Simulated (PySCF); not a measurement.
# CH4N (methyl amino radical): USVWN5/def2-SVP (max memory mb 1860, preoptimised minimum)

Wanted: an optimisation with harmonic vibrations of CH4N (methyl amino radical). The job is set up through a Python script.

The results are computed with PySCF 2.14.0.

## 1. The structure to begin with

CH4N has 6 atoms, charge 0, and is taken as a doublet. SMILES: `C[NH]`. Geometry: relaxed at PBE0-D4/def2-TZVP symmetrised. The run starts from this shape.

Bond lengths: C1–N2 1.430 Å, C1–H3 1.102 Å, C1–H4 1.091 Å, C1–H5 1.100 Å, N2–H6 1.025 Å. Angles: C1–N2–H6 106.9°, N2–C1–H3 111.4°, N2–C1–H4 110.8°, N2–C1–H5 111.7°, H3–C1–H4 108.5°, H3–C1–H5 105.6°, H4–C1–H5 108.6°.

## 2. An optimisation with harmonic vibrations at USVWN5/def2-SVP (max memory mb 1860, preoptimised minimum)

File calc.py:

```python
import numpy
from pyscf import gto, dft, symm
from pyscf.hessian import thermo
from pyscf.geomopt.geometric_solver import kernel as optimise

mol = gto.M(
    atom='''
C    0.079837  -0.356303  -0.579665
N   -0.136263   0.340097   0.650035
H   -0.120281   0.291212  -1.448927
H   -0.564963  -1.234303  -0.646065
H    1.125919  -0.679388  -0.685127
H    0.501537   1.142097   0.654335
''',
    max_memory=1860,
    verbose=3,
    basis='def2-svp',
    spin=1,
    charge=0,
)

mf = dft.UKS(mol)
mf.xc = 'svwn'
mf.grids.level = 4
mf.conv_tol = 1e-10
converged, mol_eq = optimise(mf, maxsteps=80)
print('converged:', converged)
print(mol_eq.tostring())

mf.reset(mol_eq)
mol = mol_eq
mf.kernel()
e_tot = mf.e_tot
print(f'total energy: {e_tot:.8f} hartree')
hess = mf.Hessian().kernel()
modes = thermo.harmonic_analysis(mol, hess)
print('frequencies (1/cm)', numpy.round(modes['freq_wavenumber'], 1))
symm.geom.TOLERANCE = 1e-3  # for the symmetry number
th = thermo.thermo(mf, modes['freq_au'], 298.15, 101325)
thermo.dump_thermo(mol, th)
```

Launch:

```
$ OMP_NUM_THREADS=1 python calc.py
```

What values should one expect? Wanted: total energy; dipole moment; HOMO energy; LUMO energy; ⟨S²⟩; lowest harmonic wavenumber; highest harmonic wavenumber; zero-point energy; ideal-gas entropy at 298.15 K.

Answer, from the run:

At USVWN5/def2-SVP (max memory mb 1860, preoptimised minimum):

```
                                                 quantity             value
                                             total energy      -94.26332 Eh
                                            dipole moment            2.08 D
                       HOMO energy (highest over α and β)          -5.66 eV
                        LUMO energy (lowest over α and β)          -3.85 eV
                                                     ⟨S²⟩             0.752
                               lowest harmonic wavenumber          227 cm⁻¹
                              highest harmonic wavenumber         3295 cm⁻¹
                                        zero-point energy      122.4 kJ/mol
ideal-gas entropy at 298.15 K (symmetry number 1 as used)  58.8 cal/(mol K)
```

In words: At the final geometry: Bond lengths: C1–N2 1.405 Å, C1–H3 1.127 Å, C1–H4 1.113 Å, C1–H5 1.126 Å, N2–H6 1.043 Å. Angles: C1–N2–H6 106.6°, N2–C1–H3 113.0°, N2–C1–H4 112.3°, N2–C1–H5 113.2°, H3–C1–H4 107.5°, H3–C1–H5 102.6°, H4–C1–H5 107.6°. All 12 modes are real, so the shape is a minimum at this level. Mulliken charges run from -0.23 on N2 to +0.13 on H6.
